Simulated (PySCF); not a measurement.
Molecule: `CP(C)(C)=O`, C3H9OP.

Molfile (atoms numbered from 1):
```
C3H9OP
     RDKit          3D

 14 13  0  0  0  0  0  0  0  0999 V2000
    1.6635    0.0893   -0.5238 C   0  0  0  0  0  0  0  0  0  0  0  0
    0.1597   -0.1676    0.4660 P   0  0  0  0  0  5  0  0  0  0  0  0
   -0.8662   -1.2879   -0.5347 C   0  0  0  0  0  0  0  0  0  0  0  0
   -0.7114    1.4283    0.4060 C   0  0  0  0  0  0  0  0  0  0  0  0
    0.4263   -0.6626    1.8532 O   0  0  0  0  0  0  0  0  0  0  0  0
    1.4423    0.4454   -1.5407 H   0  0  0  0  0  0  0  0  0  0  0  0
    2.3000    0.8230   -0.0081 H   0  0  0  0  0  0  0  0  0  0  0  0
    2.2133   -0.8615   -0.5779 H   0  0  0  0  0  0  0  0  0  0  0  0
   -1.8258   -1.4387   -0.0191 H   0  0  0  0  0  0  0  0  0  0  0  0
   -1.0497   -0.8973   -1.5465 H   0  0  0  0  0  0  0  0  0  0  0  0
   -0.3586   -2.2610   -0.6033 H   0  0  0  0  0  0  0  0  0  0  0  0
   -0.8829    1.7746   -0.6238 H   0  0  0  0  0  0  0  0  0  0  0  0
   -0.1147    2.1741    0.9508 H   0  0  0  0  0  0  0  0  0  0  0  0
   -1.6766    1.3199    0.9221 H   0  0  0  0  0  0  0  0  0  0  0  0
  1  2  1  0
  2  3  1  0
  2  4  1  0
  2  5  2  0
  1  6  1  0
  1  7  1  0
  1  8  1  0
  3  9  1  0
  3 10  1  0
  3 11  1  0
  4 12  1  0
  4 13  1  0
  4 14  1  0
M  END
```

Geometry PBE0-D3(BJ)/def2-SVP throughout; GIAO in PySCF 2.14.0 with density-fitted response routines, gas phase, one conformer, non-relativistic; equivalent atoms averaged; functional PBE0.

For orientation, pcSseg-2 gives these shifts δ (against TMS, H3PO4, H2O at the same level): C1/C3/C4 19.6, P2 6.3, O5 105.0, H6/H7/H8/H9/H10/H11/H12/H13/H14 1.20 ppm.

A run gave: C1/C3/C4 19.9, P2 9.2, O5 104.8, H6/H7/H8/H9/H10/H11/H12/H13/H14 1.21 ppm (shifts δ (against TMS, H3PO4, H2O at the same level)).

Task: Which basis set was used in that run?
A. aug-cc-pVDZ
B. cc-pVDZ
C. pcSseg-0
D. cc-pVTZ
E. IGLO-III

Result: E. P2 tells them apart best: IGLO-III gives 9.2, cc-pVTZ gives -4.4, aug-cc-pVDZ gives -11.3, pcSseg-0 gives -59.6, cc-pVDZ gives 4.5 ppm.
